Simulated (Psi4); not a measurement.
# SiNH2Cl (SMILES N[Si]Cl): a chain of runs

We compute a structure relaxation (wB97X-D/6-31G**), then vibrational wavenumbers, then the vertical excitations (TD-wB97X-D/6-31G**) of SiNH2Cl. 

Program for the calculation: Psi4 1.11.

### 1 The system as given

SiNH2Cl has 5 atoms, charge 0, and is taken as a singlet. SMILES: `N[Si]Cl`. All atoms were displaced at random from a relaxed shape. The run starts from this shape.

Bond lengths: N1–Si2 1.730 Å, Si2–Cl3 2.118 Å, N1–H4 1.053 Å, N1–H5 0.989 Å. Angles: N1–Si2–Cl3 97.7°, Si2–N1–H4 117.6°, Si2–N1–H5 122.6°, H4–N1–H5 117.5°.

### 2 A structure relaxation at wB97X-D/6-31G(d,p) (density fitting, Cartesian functions) (run 1)

The input, job.dat:

```
memory 1600 MB

molecule {
  0 1
  N     -0.40465839     1.11713050    -0.59713078
  Si    -0.20966511    -0.58222273     2.18969369
  Cl     1.20645029    -3.99041371     0.63956080
  H     -0.84872514     3.05188124    -0.46815319
  H      0.33440216     0.50763713    -2.20222069
  units bohr
  symmetry c1
}

set globals {
  geom_maxiter 60
}

E, wfn = optimize('wb97x-d/6-31G**', return_wfn=True)
```

Run with:

```sh
$ psi4 -i job.dat -o job.out -n 1
```

job.out:

```text
[...]
  Running in c1 symmetry.
[...]
  Nuclear repulsion =  130.237398356417202
[...]
  Multiplicity = 1
[...]
  Nalpha       = 20
  Nbeta        = 20
[...]
    Number of basis functions: 63
[...]
   @DF-RKS iter   1:  -805.48933977320587   -4.42454e-01   9.25233e-03 DIIS/ADIIS
[...]
   @DF-RKS iter   7:  -805.64119230528456   -1.13687e-12   4.17956e-09 DIIS
[...]
    Orbital Energies [Eh]
    ---------------------
    Doubly Occupied:
       1A   -101.691194     2A    -66.323168     3A    -14.471352
       4A     -9.564971     5A     -7.310254     6A     -7.305853
       7A     -7.304799     8A     -5.431465     9A     -3.777858
      10A     -3.776211    11A     -3.771329    12A     -0.977616
      13A     -0.903311    14A     -0.616581    15A     -0.607840
      16A     -0.481740    17A     -0.422326    18A     -0.402511
      19A     -0.377989    20A     -0.330163
[...]
  @DF-RKS Final Energy:  -805.64119230528456
   => Energetics <=
    Nuclear Repulsion Energy =            130.7840159651211138
    One-Electron Energy =               -1372.9012051471668201
    Two-Electron Energy =                 477.6135353644994552
    DFT Exchange-Correlation Energy =     -41.1368815882545604
    Empirical Dispersion Energy =          -0.0006568994838681
    VV10 Nonlocal Energy =                  0.0000000000000000
    Total Energy =                       -805.6411923052845623
[...]
 Multipole Moments:
 ------------------------------------------------------------------------------------
     Multipole            Electronic (a.u.)      Nuclear  (a.u.)        Total (a.u.)
 ------------------------------------------------------------------------------------
 L = 1.  Multiply by 2.5417464519 to convert [e a0] to [Debye]
 Dipole X            :          0.8163537           -1.0839456           -0.2675919
 Dipole Y            :         -3.4258293            4.5653137            1.1394844
 Dipole Z            :          1.5967412           -2.1456090           -0.5488679
 Magnitude           :                                                    1.2927823
[...]
  -Total Gradient:
     Atom            X                  Y                   Z
    ------   -----------------  -----------------  -----------------
       1        0.000014986263    -0.000073263885     0.000003378312
       2        0.000102353352    -0.000177007431    -0.000087063314
       3        0.000064956883    -0.000144525784    -0.000187163820
       4        0.000025422535    -0.000132254875    -0.000021717573
       5        0.000059724330    -0.000069587248    -0.000042938619
[...]
    Final optimized geometry and variables:
    Molecular point group: c1
    Full point group: C1
    Geometry (in Bohr), charge = 0, multiplicity = 1:
    N           -0.662249272157     2.878438765739    -1.458933083097
    SI          -0.628722129775     1.136336528280     1.257103097721
    CL           0.808073516654    -2.262821661063    -0.287803864880
    H           -1.268011224670     4.690786217275    -1.447009557073
    H           -0.115329447282     2.284712963988    -3.192845556101
    Psi4 run time: 0:00:28.10
[...]
```

The script printed:

```text
Optimizer: Optimization complete!
```

Run time: 30 s. Hardware: 1 thread of AMD EPYC 7R43 (Zen 3), shared host; peak memory 0.43 GiB.

Step by step:

```tsv
step	energy from the first frame kept (eV)	largest force (eV/Å)
0	0.0000	2.5807
1	-0.0844	0.4704
2	-0.0883	0.1055
3	-0.0886	0.0142
4	-0.0886	0.0126
```

After the run. Bond lengths: N1–Si2 1.708 Å, Si2–Cl3 2.117 Å, N1–H4 1.011 Å, N1–H5 1.012 Å. Angles: N1–Si2–Cl3 97.9°, Si2–N1–H4 120.7°, Si2–N1–H5 126.3°, H4–N1–H5 113.0°.

### 3 The harmonic vibrations at wB97X-D/6-31G(d,p) (density fitting, Cartesian functions) (run 2)

The input, clh2nsi.py:

```python
import psi4

psi4.set_memory('1600 MB')
psi4.set_num_threads(1)
psi4.core.set_output_file('output.dat', False)

molecule = psi4.geometry("""
N
Si 1 1.707604
Cl 2 2.117066 1 97.89751
H 1 1.011226 2 120.66753 3 179.92355
H 1 1.01211 4 112.99895 2 -179.98778
""")

psi4.set_options(dict(basis='6-31G**', t=298.15, rotational_symmetry_number=1))

e_tot, wfn = psi4.frequency('wb97x-d', return_wfn=True)
print(f'wb97x-d energy: {e_tot:.10f} Eh')
print('wavenumbers / cm^-1:', wfn.frequencies().np.round(1))
```

Run with:

```sh
$ python clh2nsi.py
```

output.dat:

```text
[...]
  Running in c1 symmetry.
[...]
  Nuclear repulsion =  130.783988918928003
[...]
  Multiplicity = 1
[...]
  Nalpha       = 20
  Nbeta        = 20
[...]
    Number of basis functions: 63
[...]
   @DF-RKS iter   1:  -805.49263977618318   -4.16268e-01   9.28150e-03 ADIIS/DIIS
[...]
   @DF-RKS iter  12:  -805.64119014986534   -3.18323e-12   2.49768e-09 DIIS
[...]
    Orbital Energies [Eh]
    ---------------------
    Doubly Occupied:
       1A   -101.691174     2A    -66.323171     3A    -14.471361
       4A     -9.564950     5A     -7.310234     6A     -7.305834
       7A     -7.304778     8A     -5.431469     9A     -3.777862
      10A     -3.776216    11A     -3.771332    12A     -0.977592
      13A     -0.903296    14A     -0.616543    15A     -0.607822
      16A     -0.481713    17A     -0.422309    18A     -0.402483
      19A     -0.377977    20A     -0.330189
[...]
  @DF-RKS Final Energy:  -805.64119014986534
   => Energetics <=
    Nuclear Repulsion Energy =            130.7824142999372157
    One-Electron Energy =               -1372.8984861361989260
    Two-Electron Energy =                 477.6123675126626722
    DFT Exchange-Correlation Energy =     -41.1368285086798480
    Empirical Dispersion Energy =          -0.0006573175863459
    VV10 Nonlocal Energy =                  0.0000000000000000
    Total Energy =                       -805.6411901498652242
[...]
 Multipole Moments:
 ------------------------------------------------------------------------------------
     Multipole            Electronic (a.u.)      Nuclear  (a.u.)        Total (a.u.)
 ------------------------------------------------------------------------------------
 L = 1.  Multiply by 2.5417464519 to convert [e a0] to [Debye]
 Dipole X            :          0.0001785            0.0001166            0.0002950
 Dipole Y            :         -2.1678606            2.8786047            0.7107442
 Dipole Z            :          3.2022223           -4.2818577           -1.0796354
 Magnitude           :                                                    1.2925827
[...]
  -Total Gradient:
     Atom            X                  Y                   Z
    ------   -----------------  -----------------  -----------------
       1       -0.000010035980     0.001346985161     0.000151287581
       2        0.000024333448    -0.000107156045     0.000056279898
       3       -0.000019085736    -0.000238728458    -0.000098671310
       4       -0.000020309213    -0.000851789021     0.000578407181
       5        0.000027406280    -0.000883777300    -0.000643788800
[...]
  ==> Harmonic Vibrational Analysis <==
[...]
  Freq [cm^-1]                 265.3933            485.0809            512.7167
[...]
  IR activ [km/mol]             4.2307             104.0440            33.6516
[...]
  Freq [cm^-1]                 562.3233            790.2966            890.2181
[...]
  IR activ [km/mol]            217.2604            56.3847             93.3116
[...]
  Freq [cm^-1]                1591.0034           3603.3842           3722.0405
[...]
  IR activ [km/mol]            75.1838             38.8919             44.4937
[...]
  Total E_0, Enthalpy at 0 [K]                                                         -805.61289201 [Eh]
[...]
  Total H, Enthalpy at  298.15 [K]                                                     -805.60787723 [Eh]
[...]
  Total G, Gibbs energy at  298.15 [K]                                                 -805.63983075 [Eh]
[...]
```

The script printed:

```text
Warning: used thermodynamics relations inappropriate for low-frequency modes: ['265.3933' '485.0809' '512.7167' '562.3233']
wb97x-d energy: -805.6411924445 Eh
wavenumbers / cm^-1: [ 265.4  485.1  512.7  562.3  790.3  890.2 1591.  3603.4 3722. ]
```

Wall time 2.9 min (1 thread of AMD EPYC 7R43 (Zen 3), shared host); peak memory 0.42 GiB.

### 4 The excited states at TD-wB97X-D/6-31G(d,p) (density fitting, Cartesian functions, save jk yes) (run 3)

The input, input.inp:

```
memory 1.6 GB

molecule {
  N     -0.148481     0.607796    -0.285692
  Si    -0.130740    -0.314085     1.151573
  Cl     0.629580    -2.112842     0.334043
  H     -0.469037     1.566849    -0.279382
  H      0.140936     0.293610    -1.203238
}

set {
  basis     6-31G**
  reference rks
  save_jk   true
}

from psi4.driver.procrouting.response.scf_response import tdscf_excitations
e, wfn = energy('wb97x-d', return_wfn=True)
states = tdscf_excitations(wfn, states=6, tda=False)
```

Run with:

```sh
$ psi4 -i input.inp -o input.out -n 1
```

input.out:

```text
[...]
  Running in c1 symmetry.
[...]
  Nuclear repulsion =  130.784000069782422
[...]
  Multiplicity = 1
[...]
  Nalpha       = 20
  Nbeta        = 20
[...]
    Number of basis functions: 63
[...]
   @DF-RKS iter   1:  -805.49263962722921   -4.16267e-01   9.28150e-03 DIIS/ADIIS
[...]
   @DF-RKS iter   8:  -805.64119229416599   -5.77942e-08   9.61342e-07 DIIS
[...]
    Orbital Energies [Eh]
    ---------------------
    Doubly Occupied:
       1A   -101.691198     2A    -66.323178     3A    -14.471349
       4A     -9.564975     5A     -7.310257     6A     -7.305858
       7A     -7.304802     8A     -5.431473     9A     -3.777866
      10A     -3.776220    11A     -3.771337    12A     -0.977613
      13A     -0.903314    14A     -0.616580    15A     -0.607836
      16A     -0.481742    17A     -0.422326    18A     -0.402513
      19A     -0.377988    20A     -0.330166
[...]
  @DF-RKS Final Energy:  -805.64119229416599
   => Energetics <=
    Nuclear Repulsion Energy =            130.7840000697824223
    One-Electron Energy =               -1372.9011115693667762
    Two-Electron Energy =                 477.6134582970254314
    DFT Exchange-Correlation Energy =     -41.1368821921991099
    Empirical Dispersion Energy =          -0.0006568994080234
    VV10 Nonlocal Energy =                  0.0000000000000000
    Total Energy =                       -805.6411922941659896
[...]
 Multipole Moments:
 ------------------------------------------------------------------------------------
     Multipole            Electronic (a.u.)      Nuclear  (a.u.)        Total (a.u.)
 ------------------------------------------------------------------------------------
 L = 1.  Multiply by 2.5417464519 to convert [e a0] to [Debye]
 Dipole X            :          0.8163467           -1.0839459           -0.2675992
 Dipole Y            :         -3.4258203            4.5653141            1.1394938
 Dipole Z            :          1.5967572           -2.1456081           -0.5488510
 Magnitude           :                                                    1.2927849
[...]
**********                               WARNING                                **********
**********       The names of excited state variables changed between 1.5       **********
[...]
**********                               WARNING                                **********
**********  Length-gauge rotatory strengths are **NOT** gauge-origin invariant  **********
[...]
                                    Excitation Energy         Total Energy        Oscillator Strength             Rotatory Strength
[...]
Excited State    1 (1 A):   0.17281 au   263.66 nm f = 0.0787
[...]
Excited State    3 (1 A):   0.23516 au   193.75 nm f = 0.0059
[...]
Excited State    4 (1 A):   0.25616 au   177.87 nm f = 0.3935
[...]
Excited State    5 (1 A):   0.26774 au   170.18 nm f = 0.0800
[...]
Excited State    6 (1 A):   0.27341 au   166.65 nm f = 0.0112
[...]
**********                               WARNING                                **********
**********       The names of excited state variables changed between 1.5       **********
[...]
```

Wall time 29 s (1 thread of AMD EPYC 7R43 (Zen 3), shared host); peak memory 0.41 GiB.

The roots found:

```tsv
excited state	energy (eV)	strength	label
1	4.702	0.0787	A 1
2	6.160	0.0190	A 1
3	6.399	0.0059	A 1
4	6.970	0.3935	A 1
5	7.286	0.0800	A 1
6	7.440	0.0112	A 1
```

### 5 Outcome

| quantity | value |
| --- | --- |
| run 1, wB97X-D/6-31G**: total energy at the end | -805.64119 Eh |
| run 1, wB97X-D/6-31G**: dipole moment | 3.29 D |
| run 1, wB97X-D/6-31G**: HOMO energy | -8.98 eV |
| run 1, wB97X-D/6-31G**: LUMO energy | 0.24 eV |
| run 1, wB97X-D/6-31G**: HOMO–LUMO gap | 9.23 eV |
| run 1, wB97X-D/6-31G**: dispersion energy | -1.72 kJ/mol |
| run 2, wB97X-D/6-31G**: lowest harmonic wavenumber | 265 cm⁻¹ |
| run 2, wB97X-D/6-31G**: highest harmonic wavenumber | 3722 cm⁻¹ |
| run 2, wB97X-D/6-31G**: zero-point energy | 74.3 kJ/mol |
| run 2, wB97X-D/6-31G**: ideal-gas entropy at 298.15 K (symmetry number 1 as used) | 67.3 cal/(mol K) |
| run 3, TD-wB97X-D/6-31G**: ground-state or mean-field energy | -805.64119 Eh |
| run 3, TD-wB97X-D/6-31G**: dipole moment (wB97X-D Kohn–Sham density) | 3.29 D |
| run 3, TD-wB97X-D/6-31G**: HOMO energy (wB97X-D Kohn–Sham orbitals) | -8.98 eV |
| run 3, TD-wB97X-D/6-31G**: LUMO energy (wB97X-D Kohn–Sham orbitals) | 0.24 eV |
| run 3, TD-wB97X-D/6-31G**: HOMO–LUMO gap (wB97X-D Kohn–Sham orbitals) | 9.23 eV |
| run 3, TD-wB97X-D/6-31G**: dispersion energy | -1.72 kJ/mol |
| run 3, TD-wB97X-D/6-31G**: lowest excitation energy | 4.70 eV |

The optimisation (run 1, wB97X-D/6-31G**) took 5 steps and changed the energy by -0.089 eV. All 9 modes (run 2, wB97X-D/6-31G**) are real, so the shape is a minimum at this level. The brightest of the 6 transitions from the ground state lies at 6.97 eV (178 nm, f = 0.394); the lowest, at 4.70 eV, has f = 0.079.
